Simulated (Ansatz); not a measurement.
Problem. Name a neutral molecule of F, Si and H with HOMO energy (PBE/def2-TZVPP) between -9.70 and -9.40 eV and LUMO energy (B3LYP/def2-TZVPP) between 0.70 and 1.00 eV (Ansatz, PBE0-D4/def2-TZVP geometry).

Solution. `F[SiH](F)F` (-9.55 eV, 0.73 eV). Other molecules can fit too; these were computed, each in one conformer that needn't be the lowest.

B3LYP here is the variant with VWN-RPA as its local correlation; programs differ in this.
